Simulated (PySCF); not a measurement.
CF to CF₄: adding ligands

Level: B3LYP in the def2-TZVP basis family, all electrons, no relativity, computed in PySCF with density fitting; open shells unrestricted.

Each entry is the lowest minimum that a search over a few typed start shapes (and spin states, where more than one is plausible) found, or that minimum re-optimised at the stated level; isomers with ligand–ligand bonds, or fragments after loss of a ligand pair, can lie lower.

```json
{"molecule": "CF", "2S+1": "?", "point group": "?", "mean bond to C (Å)": "?", "distinct angles (°)": "?", "atomisation (kJ/mol)": "?", "gap (eV)": "?", "polar-tensor charge of C": "?"}
{"molecule": "CF₂", "2S+1": "1", "point group": "C2v", "mean bond to C (Å)": "1.304", "distinct angles (°)": "105", "atomisation (kJ/mol)": "1069", "gap (eV)": "5.97", "polar-tensor charge of C": "0.86"}
{"molecule": "CF₃", "2S+1": "2", "point group": "C3v", "mean bond to C (Å)": "1.321", "distinct angles (°)": "111", "atomisation (kJ/mol)": "1435", "gap (eV)": "–", "polar-tensor charge of C": "1.46"}
{"molecule": "CF₄", "2S+1": "1", "point group": "Td", "mean bond to C (Å)": "1.326", "distinct angles (°)": "109", "atomisation (kJ/mol)": "1961", "gap (eV)": "14.51", "polar-tensor charge of C": "2.07"}
```

Question: Fill in the row of CF.

Answer: 2S+1: 2; point group: C∞v; mean bond to C (Å): 1.275; distinct angles (°): ; atomisation (kJ/mol): 559; polar-tensor charge of C: 0.32.

The bond lengthens at every step; the largest change, 0.029 Å, falls between CF and CF₂ among the members listed.

The shape changes along the series: C∞v for CF; C2v for CF₂; C3v for CF₃; Td for CF₄.

Left out of the table are members whose search was unfinished or whose lowest solution was spin-contaminated, unstable, very soft or bonded differently.
